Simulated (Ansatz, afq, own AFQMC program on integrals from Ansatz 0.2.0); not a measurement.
**Si₂N (quartet): quantum Monte Carlo beside coupled cluster at angle Si1–N2–Si3 = 90.0°, cc-pVDZ**

Aim: compute Si₂N (quartet) with auxiliary-field quantum Monte Carlo on the same integrals as coupled cluster, and set the energies side by side.

The runs use Ansatz 0.2.0, Gaussian basis, and an in-house AFQMC program (afq) on its integrals; all values are calculated; cc-pVDZ, frozen cores.

Plan: PBE (unrestricted); r2SCAN (unrestricted); PBE0 (unrestricted); B3LYP (unrestricted); wB97M-V (unrestricted); B2PLYP (unrestricted); CCSD(T) on UHF; CCSDT(Q) on UHF; Phaseless AFQMC, CISD trial on UHF; Free-projection AFQMC, CISD trial on UHF.

2 further runs of the same task are left out: 2 that didn't finish. Runs told in other sessions of the task aren't counted.

**1. The system**

The geometry derives from a PBE0/def2-TZVP stationary point (not a proven minimum). One angle is set to the value named; bond lengths are kept.

3 atoms, charge 0, spin multiplicity 4.

Atoms are counted from 1 here; the program's logs count them from 0.

Bond lengths: Si1–N2 1.661 Å, Si1–Si3 2.304 Å, N2–Si3 1.597 Å. Angles: N2–Si1–Si3 43.9°, Si1–N2–Si3 90.0°, Si1–Si3–N2 46.1°.

**2. PBE (unrestricted)**

File in.yaml:

```yaml
crystal:
  periodic: [false, false, false]
  atoms:
    - {symbol: Si, position_ang: [0.252515, 0.000000, 1.156492]}
    - {symbol: N, position_ang: [-0.922060, 0.000000, -0.018083]}
    - {symbol: Si, position_ang: [0.207331, 0.000000, -1.147474]}
basis:
  gaussian: {orbitals: cc-pVDZ}
magnetization: {spin_polarized: true, initial_magnetization: 3}
hamiltonian: {xc: {name: PBE}}
output: {orbitals: {seedname: orbitals}}
```

Command:

```bash
$ ansatz run in.yaml --threads 1 --pin off --events-out ev --progress --plain --max-ram 1382MiB
```

The log of the run:

```text
Functional definition: PBE
  name "PBE"
  cite "Perdew, Burke & Ernzerhof, Phys. Rev. Lett. 77, 3865 (1996) doi:10.1103/PhysRevLett.77.3865"
  parent pbe
  parameter kappa = 0.804
  parameter beta = 0.06672455060314922
  exchange = pbe_x(kappa = kappa, mu = beta*pi^2/3)
  correlation = pbe_c(beta = beta)
506 factors; integrals over basis functions are off by at most 7.9e-4 eV
mean field evaluation 1: about -17215.3910 eV, gradient 5.6e1 eV
mean field evaluation 2: about -17084.9752 eV, gradient 1.2e2 eV
mean field evaluation 4: about -17218.6178 eV, gradient 3.1e1 eV
mean field evaluation 8: about -17230.1259 eV, gradient 1.5e0 eV
mean field evaluation 16: about -17230.1838 eV, gradient 4.3e-3 eV
mean field evaluation 32: about -17229.9894 eV, gradient 1.5e0 eV
mean field evaluation 64: about -17230.0894 eV, gradient 1.0e-1 eV
mean field evaluation 96: about -17229.1467 eV, gradient 4.6e0 eV
mean field evaluation 128: about -17230.0890 eV, gradient 8.4e-2 eV
mean field -17230.18384232 eV, -633.1975771671 hartree, gradient 1.7e-5 eV, S^2 3.752410; 8 other end points of the search recorded, 0 dependent functions left out
reference -17230.18387093 eV, -633.1975782187 hartree; 19, 16 occupied and 31, 34 virtual orbitals, 506 factors
Total energy: -17230.18387093 eV, -633.1975782187 hartree
```

Run time: 7 s. Hardware: 1 thread of Intel Xeon Platinum 8488C (Sapphire Rapids), shared host.

From the report: ⟨S²⟩ of the determinant 3.752 (pure quartet: 3.75).

**3. r2SCAN (unrestricted)**

Changes to in.yaml since step 2:

```diff
@@ -9,3 +9,2 @@
 magnetization: {spin_polarized: true, initial_magnetization: 3}
-hamiltonian: {xc: {name: PBE}}
-output: {orbitals: {seedname: orbitals}}
+hamiltonian: {xc: {name: r2SCAN}}
```

Launched as before.

The log of the run (excerpt; [...] marks lines left out):

```text
Functional definition: r2SCAN
  name "r2SCAN"
  cite "Furness, Kaplan, Ning, Perdew & Sun, J. Phys. Chem. Lett. 11, 8208 (2020) doi:10.1021/acs.jpclett.0c02405"
  cite "Furness, Kaplan, Ning, Perdew & Sun, J. Phys. Chem. Lett. 11, 9248 (2020) doi:10.1021/acs.jpclett.0c03077"
  parent r2scan
[...]
506 factors; integrals over basis functions are off by at most 7.9e-4 eV
[...]
mean field -17237.62821795 eV, -633.4711529258 hartree, gradient 6.7e-5 eV, S^2 3.759318; 6 other end points of the search recorded, 0 dependent functions left out
reference -17237.62822750 eV, -633.4711532766 hartree; 19, 16 occupied and 31, 34 virtual orbitals, 506 factors
Total energy: -17237.62822750 eV, -633.4711532766 hartree
```

Wall time 7 s (1 thread of Intel Xeon Platinum 8488C (Sapphire Rapids), shared host).

From the report: ⟨S²⟩ of the determinant 3.759 (pure quartet: 3.75).

**4. PBE0 (unrestricted)**

Changes to in.yaml since step 3:

```diff
@@ -9,2 +9,3 @@
 magnetization: {spin_polarized: true, initial_magnetization: 3}
-hamiltonian: {xc: {name: r2SCAN}}
+hamiltonian: {xc: {name: PBE0}}
+output: {orbitals: {seedname: orbitals}}
```

Launched as before.

The log of the run (excerpt; [...] marks lines left out):

```text
Functional definition: PBE0
  name "PBE0"
  cite "Adamo & Barone, J. Chem. Phys. 110, 6158 (1999) doi:10.1063/1.478522"
  cite "Perdew, Burke & Ernzerhof, Phys. Rev. Lett. 77, 3865 (1996) doi:10.1103/PhysRevLett.77.3865"
  parent pbe
[...]
506 factors; integrals over basis functions are off by at most 7.9e-4 eV
[...]
mean field -17231.42644534 eV, -633.2432419860 hartree, gradient 8.7e-6 eV, S^2 3.757919; 2 other end points of the search recorded, 0 dependent functions left out
reference -17231.42646656 eV, -633.2432427658 hartree; 19, 16 occupied and 31, 34 virtual orbitals, 506 factors
Total energy: -17231.42646656 eV, -633.2432427658 hartree
```

Wall time 1.8 s (1 thread of Intel Xeon Platinum 8488C (Sapphire Rapids), shared host).

From the report: ⟨S²⟩ of the determinant 3.758 (pure quartet: 3.75).

**5. B3LYP (unrestricted)**

Changes to in.yaml since step 4:

```diff
@@ -9,3 +9,2 @@
 magnetization: {spin_polarized: true, initial_magnetization: 3}
-hamiltonian: {xc: {name: PBE0}}
-output: {orbitals: {seedname: orbitals}}
+hamiltonian: {xc: {name: B3LYP}}
```

The command is unchanged.

The log of the run (excerpt; [...] marks lines left out):

```text
Functional definition: B3LYP
  name "B3LYP"
  cite "Stephens, Devlin, Chabalowski & Frisch, J. Phys. Chem. 98, 11623 (1994) doi:10.1021/j100096a001"
  cite "Becke, Phys. Rev. A 38, 3098 (1988) doi:10.1103/PhysRevA.38.3098"
  cite "Lee, Yang & Parr, Phys. Rev. B 37, 785 (1988) doi:10.1103/PhysRevB.37.785"
  cite "Vosko, Wilk & Nusair, Can. J. Phys. 58, 1200 (1980) doi:10.1139/p80-159"
[...]
506 factors; integrals over basis functions are off by at most 7.9e-4 eV
[...]
mean field -17240.48151914 eV, -633.5760098104 hartree, gradient 2.8e-5 eV, S^2 3.756511; 4 other end points of the search recorded, 0 dependent functions left out
reference -17240.48170410 eV, -633.5760166076 hartree; 19, 16 occupied and 31, 34 virtual orbitals, 506 factors
Total energy: -17240.48170410 eV, -633.5760166076 hartree
```

It took 1.9 s on 1 thread of Intel Xeon Platinum 8488C (Sapphire Rapids), shared host.

From the report: ⟨S²⟩ of the determinant 3.757 (pure quartet: 3.75).

**6. wB97M-V (unrestricted)**

Changes to in.yaml since step 5:

```diff
@@ -9,2 +9,3 @@
 magnetization: {spin_polarized: true, initial_magnetization: 3}
-hamiltonian: {xc: {name: B3LYP}}
+hamiltonian: {xc: {name: wB97M-V}}
+output: {orbitals: {seedname: orbitals}}
```

The command is unchanged.

The log of the run (excerpt; [...] marks lines left out):

```text
Functional definition: wB97M-V
  name "wB97M-V"
  cite "Mardirossian & Head-Gordon, J. Chem. Phys. 144, 214110 (2016) doi:10.1063/1.4952647"
  cite "Becke, J. Chem. Phys. 107, 8554 (1997) doi:10.1063/1.475007"
  cite "Vydrov & Van Voorhis, J. Chem. Phys. 133, 244103 (2010) doi:10.1063/1.3521275"
  # Of w^i u^j: cxij and so on, Table III.
[...]
  gx(w, u) = 1 - cx + cx01*u + cx10*w
  gss(w, u) = css00 + css04*u^4 + css10*w + css20*w^2 + css43*w^4*u^3
  gos(w, u) = cos00 + cos10*w + (cos20 + cos21*u)*w^2 + (cos60 + cos61*u)*w^6
[...]
      + integral(e_c_pw_mod_opposite_spin*gos(b97_w_opposite, b97_u_opposite)) + vv10(b, c)
506 factors; integrals over basis functions are off by at most 7.9e-4 eV
156 factors; integrals over basis functions are off by at most 4.7e-6 eV
[...]
mean field -17238.27149310 eV, -633.4947928513 hartree, gradient 3.9e-5 eV, S^2 3.757356; 4 other end points of the search recorded, 0 dependent functions left out
reference -17238.27152308 eV, -633.4947939531 hartree; 19, 16 occupied and 31, 34 virtual orbitals, 506 factors
Total energy: -17238.27152308 eV, -633.4947939531 hartree
```

Wall time 4.8 s (1 thread of Intel Xeon Platinum 8488C (Sapphire Rapids), shared host).

From the report: ⟨S²⟩ of the determinant 3.757 (pure quartet: 3.75).

**7. B2PLYP (unrestricted)**

Changes to in.yaml since step 6:

```diff
@@ -9,3 +9,3 @@
 magnetization: {spin_polarized: true, initial_magnetization: 3}
-hamiltonian: {xc: {name: wB97M-V}}
-output: {orbitals: {seedname: orbitals}}
+hamiltonian: {xc: {name: B2PLYP}}
+correlation: {electrons: outside_noble_gas}
```

The command is unchanged.

The log of the run (excerpt; [...] marks lines left out):

```text
Functional definition: B2PLYP
  name "B2PLYP"
  cite "Grimme, J. Chem. Phys. 124, 034108 (2006) doi:10.1063/1.2148954"
  cite "Becke, Phys. Rev. A 38, 3098 (1988) doi:10.1103/PhysRevA.38.3098"
  cite "Lee, Yang & Parr, Phys. Rev. B 37, 785 (1988) doi:10.1103/PhysRevB.37.785"
[...]
506 factors; integrals over basis functions are off by at most 7.9e-4 eV
[...]
mean field -17228.73428443 eV, -633.1443068972 hartree, gradient 4.6e-6 eV, S^2 3.771673; 3 other end points of the search recorded, 0 dependent functions left out
11 core orbitals not correlated: weight in the atoms' cores, before any rotation towards them, 1.000 or more for the frozen orbitals, at most 0.000 for the correlated occupied ones
reference -17228.73440133 eV, -633.1443111934 hartree; 8, 5 occupied and 31, 34 virtual orbitals, 506 factors
second order -10.22241815 eV of doubles, -0.00000000 eV of singles
Total energy: -17231.49445424 eV, -633.2457412667 hartree
```

Wall time 4.3 s (1 thread of Intel Xeon Platinum 8488C (Sapphire Rapids), shared host).

From the report: ⟨S²⟩ of the determinant 3.772 (pure quartet: 3.75).

**8. CCSD(T) on UHF**

Changes to in.yaml since step 7:

```diff
@@ -9,3 +9,2 @@
 magnetization: {spin_polarized: true, initial_magnetization: 3}
-hamiltonian: {xc: {name: B2PLYP}}
-correlation: {electrons: outside_noble_gas}
+correlation: {method: ccsd_t, electrons: outside_noble_gas, hamiltonian_folder: ham}
```

Launched as before.

The log of the run (excerpt; [...] marks lines left out):

```text
Functional definition: HF
  name "HF"
  cite "Fock, Z. Phys. 61, 126 (1930) doi:10.1007/BF01340294"
  parent pbe
[...]
506 factors; integrals over basis functions are off by at most 7.9e-4 eV
[...]
mean field -17201.76985735 eV, -632.1533824792 hartree, gradient 4.3e-6 eV, S^2 3.814494; 27 other end points of the search recorded, 0 dependent functions left out
determinant -17201.76985735 eV, -632.1533824792 hartree, with singles and doubles -17210.09675642 eV, -632.4593903758 hartree
determinant -17201.56642570 eV, -632.1459065039 hartree, with singles and doubles -17209.91810864 eV, -632.4528251912 hartree
determinant -17200.51495433 eV, -632.1072656439 hartree, with singles and doubles -17208.85591624 eV, -632.4137903405 hartree
determinant -17200.39383194 eV, -632.1028144781 hartree, with singles and doubles -17208.21924987 eV, -632.3903932828 hartree
[...]
determinant -17199.03746712 eV, -632.0529689903 hartree, with singles and doubles -17207.19785988 eV, -632.3528578930 hartree
determinant -17198.35848150 eV, -632.0280167290 hartree, with singles and doubles -17206.21374618 eV, -632.3166923816 hartree
determinant -17201.76985735 eV, -632.1533824792 hartree, with singles and doubles -17210.10885357 eV, -632.4598349379 hartree
determinant -17201.56642570 eV, -632.1459065039 hartree, with singles and doubles -17209.93457681 eV, -632.4534303850 hartree
11 core orbitals not correlated: weight in the atoms' cores, before any rotation towards them, 1.000 or more for the frozen orbitals, at most 0.000 for the correlated occupied ones
reference -17201.76985735 eV, -632.1533824792 hartree; 8, 5 occupied and 31, 34 virtual orbitals, 506 factors
second order -7.68651435 eV of doubles, -0.00000000 eV of singles
cycle   1  -8.33899904 eV  change   -2.8e-6 eV  update   3.9e-6
perturbative correction -0.42406299 eV, -0.0155840274 hartree
Total energy: -17210.53291938 eV, -632.4754190691 hartree
```

Run time: 20 s. Hardware: 1 thread of Intel Xeon Platinum 8488C (Sapphire Rapids), shared host.

From the report: ⟨S²⟩ of the determinant 3.814 (pure quartet: 3.75); correlation -8.7631 eV; T1 0.044; largest double amplitude 0.06.

This run also writes the integrals to the folder ham.

**9. CCSDT(Q) on UHF**

Changes to in.yaml since step 8:

```diff
@@ -9,2 +9,2 @@
 magnetization: {spin_polarized: true, initial_magnetization: 3}
-correlation: {method: ccsd_t, electrons: outside_noble_gas, hamiltonian_folder: ham}
+correlation: {method: ccsdt_q, electrons: outside_noble_gas}
```

Launched as before.

The log of the run (excerpt; [...] marks lines left out):

```text
Functional definition: HF
  name "HF"
  cite "Fock, Z. Phys. 61, 126 (1930) doi:10.1007/BF01340294"
  parent pbe
[...]
970 factors; integrals over basis functions are off by at most 1.2e-7 eV
[...]
mean field -17201.77001716 eV, -632.1533883523 hartree, gradient 4.5e-6 eV, S^2 3.814495; 27 other end points of the search recorded, 0 dependent functions left out
determinant -17201.77001716 eV, -632.1533883523 hartree, with singles and doubles -17210.09691276 eV, -632.4593961212 hartree
determinant -17201.56658633 eV, -632.1459124072 hartree, with singles and doubles -17209.91826681 eV, -632.4528310038 hartree
determinant -17200.51511730 eV, -632.1072716328 hartree, with singles and doubles -17208.85608468 eV, -632.4137965305 hartree
determinant -17200.39400073 eV, -632.1028206810 hartree, with singles and doubles -17208.21943573 eV, -632.3904001130 hartree
[...]
determinant -17198.35864119 eV, -632.0280225975 hartree, with singles and doubles -17206.21392665 eV, -632.3166990137 hartree
determinant -17201.77001716 eV, -632.1533883523 hartree, with singles and doubles -17210.10901000 eV, -632.4598406866 hartree
determinant -17201.56658633 eV, -632.1459124072 hartree, with singles and doubles -17209.93473491 eV, -632.4534361953 hartree
11 core orbitals not correlated: weight in the atoms' cores, before any rotation towards them, 1.000 or more for the frozen orbitals, at most 0.000 for the correlated occupied ones
reference -17201.77001716 eV, -632.1533883523 hartree; 8, 5 occupied and 31, 34 virtual orbitals, 970 factors
second order -7.68651735 eV of doubles, -0.00000000 eV of singles
cycle   1  -7.81351297 eV  change   -1.3e-1 eV  update   1.3e-1
[...]
cycle  38  -8.81415428 eV  change   -4.9e-7 eV  update   1.2e-6
perturbative correction -0.06072188 eV, -0.0022314880 hartree
Total energy: -17210.64489333 eV, -632.4795340357 hartree
```

Wall time 68 s (1 thread of Intel Xeon Platinum 8488C (Sapphire Rapids), shared host); peak memory 0.5 GiB.

From the report: ⟨S²⟩ of the determinant 3.814 (pure quartet: 3.75); correlation -8.8749 eV; T1 0.057; largest double amplitude 0.09.

**10. Phaseless AFQMC, CISD trial on UHF**

It reads the integrals that the CCSD(T) run on this determinant wrote.

Command:

```bash
$ afq ham --method phaseless --trial cisd --walkers 60 --populations 1 --least-time 40 --time-step 0.005 --steps-per-block 50 --equilibration-blocks 28 --max-blocks 300 --target-error 0.00043 --factor-cut 1e-05 --start spin_pure --seed 6763 --release-times 0.24,0.51,0.99,1.62,2.4 --release-step 0.03 --release-every 4 --taylor-order 6
```

The log of the run:

```text
orbitals 39  electrons 8 5  factors 306 of 506
reference energy -632.15338248 Eh
CCSD correlation -0.30645245 Eh in 19 cycles, weight of the determinant in the CISD state 0.8079
energy of the start -632.455560 Eh
 block  time / (1/Eh)  mean weight  energy / Eh
     1     0.250  1.0023  -632.453303
     2     0.500  1.0012  -632.457121
     3     0.750  0.9989  -632.464316
     4     1.000  1.0005  -632.468548
     5     1.250  1.0010  -632.469118
     6     1.500  0.9984  -632.468803
     7     1.750  0.9997  -632.477152
     8     2.000  0.9994  -632.473099
     9     2.250  0.9990  -632.486650
    10     2.500  1.0000  -632.492892
    17     4.250  1.0019  -632.469857
    25     6.250  0.9994  -632.469324
    33     8.250  0.9998  -632.484594
    41    10.250  1.0010  -632.473497
    49    12.250  1.0004  -632.465900
    57    14.250  1.0007  -632.482666
    65    16.250  0.9985  -632.467110
    73    18.250  1.0000  -632.482528
    81    20.250  1.0027  -632.465920
    89    22.250  1.0012  -632.495018
    97    24.250  1.0006  -632.491353
   105    26.250  0.9973  -632.480558
   113    28.250  1.0014  -632.463206
   121    30.250  1.0028  -632.495936
   129    32.250  1.0002  -632.477471
   137    34.250  0.9969  -632.477818
   145    36.250  0.9992  -632.474047
   153    38.250  0.9976  -632.474065
   161    40.250  1.0016  -632.486917
   169    42.250  1.0011  -632.489667
   177    44.250  1.0005  -632.471182
   185    46.250  0.9996  -632.473928
   193    48.250  1.0008  -632.482888
   201    50.250  0.9997  -632.460728
   209    52.250  0.9982  -632.481594
   217    54.250  0.9999  -632.461200
   225    56.250  0.9983  -632.479086
   233    58.250  1.0000  -632.473559
   241    60.250  1.0020  -632.490184
   249    62.250  0.9999  -632.470446
   257    64.250  0.9976  -632.476006
   265    66.250  0.9977  -632.477912
   273    68.250  0.9983  -632.482475
   281    70.250  0.9987  -632.485130
   289    72.250  1.0003  -632.493858
   297    74.250  0.9977  -632.473843
   305    76.250  1.0049  -632.469316
   313    78.250  0.9996  -632.482457
   321    80.250  1.0016  -632.473725
blocks merged  error / Eh  count
     1  0.000678  300
     2  0.000824  150
     4  0.000995  75
     8  0.000980  37
    16  0.001176  18
    32  0.001382  9
released: time / (1/Eh)  energy / Eh  error  mean overlap
  0.24  -632.478468  0.001202  1.0076
  0.51  -632.477705  0.001005  1.0181
  0.99  -632.480067  0.001124  1.0198
  1.62  -632.478406  0.001272  1.0399
  2.40  -632.479778  0.001938  1.0443
energy -632.479179 +/- 0.001176 Eh
```

Run time: 8.8 min. Hardware: 1 thread of Intel Xeon Platinum 8488C (Sapphire Rapids), shared host.

Energy -17210.6352 ± 0.0320 eV. Caveats: constraint bias not in the error; error above the target.

**11. Free-projection AFQMC, CISD trial on UHF**

It reads the integrals that the CCSD(T) run on this determinant wrote.

Command:

```bash
$ afq ham --method free --trial cisd --walkers 60 --time-step 0.03 --max-blocks 80 --target-error 0.00043 --factor-cut 1e-05 --seed 422 --times 0,0.21,0.42,0.81,1.2,1.8,2.4,3 --taylor-order 8
```

The log of the run:

```text
orbitals 39  electrons 8 5  factors 306 of 506
reference energy -632.15338248 Eh
CCSD correlation -0.30645245 Eh in 19 cycles, weight of the determinant in the CISD state 0.8079
repeat  energy at the last time / Eh  error
    10  -632.479557  0.003192
    20  -632.478904  0.002335
    30  -632.477890  0.001779
    40  -632.476098  0.001475
    50  -632.475966  0.001239
    60  -632.475958  0.001222
    70  -632.475996  0.001079
    80  -632.476480  0.001015
time / (1/Eh)  energy / Eh  error  mean overlap
  0.00  -632.460024  0.000426  1.2388
  0.21  -632.466843  0.000425  1.2402
  0.42  -632.470465  0.000550  1.2407
  0.81  -632.474639  0.000621  1.2302
  1.20  -632.475528  0.000720  1.2314
  1.80  -632.477405  0.000865  1.2286
  2.40  -632.478681  0.001041  1.2169
  3.00  -632.476480  0.001015  1.2508
energy -632.476480 +/- 0.001015 Eh
```

Wall time 5.4 min (1 thread of Intel Xeon Platinum 8488C (Sapphire Rapids), shared host).

Energy -17210.5618 ± 0.0276 eV. Caveats: remainder of the start not in the error; error above the target.

**12. All levels side by side**

On the UHF determinant, counted from CCSDT(Q) (a yardstick, not exact):

| level | energy (eV) | from CCSDT(Q) (kcal/mol) | statistical error (kcal/mol) | time |
| --- | --- | --- | --- | --- |
| HF | -17201.7699 | +204.66 |  |  |
| MP2 | -17209.4564 | +27.41 |  |  |
| CCSD | -17210.1089 | +12.36 |  |  |
| CCSD(T) | -17210.5329 | +2.58 |  |  |
| CCSDT(Q) | -17210.6449 | 0.00 |  |  |
| Phaseless AFQMC, CISD trial, step 0.005, 60 walkers | -17210.6352 | +0.22 | 0.74 | 8.8 min |
| Free-projection AFQMC, CISD trial, step 0.03, 60 walkers | -17210.5618 | +1.92 | 0.64 | 5.4 min |

The functionals' totals stand on their own zeros and serve differences with other points: PBE -17230.184 eV; r2SCAN -17237.628 eV; PBE0 -17231.426 eV; B3LYP -17240.482 eV; wB97M-V -17238.272 eV; B2PLYP -17231.494 eV.

**13. Summary of results**

| quantity | value |
| --- | --- |
| CCSD(T) on UHF from CCSDT(Q) | +2.58 kcal/mol |
| Phaseless AFQMC, CISD trial on UHF from CCSDT(Q) | +0.22 ± 0.74 kcal/mol |
| Free-projection AFQMC, CISD trial on UHF from CCSDT(Q) | +1.92 ± 0.64 kcal/mol |

**Reading.** On UHF the phaseless walk with the CISD trial lies +0.22 kcal/mol from CCSDT(Q), within three error bars. Free projection has no constraint; at the last time it gives +1.92 ± 0.64 kcal/mol, and from a start that isn't spin pure other spins can mix in. Error bars are statistical and leave out the constraint, the time step and what remains of the start.
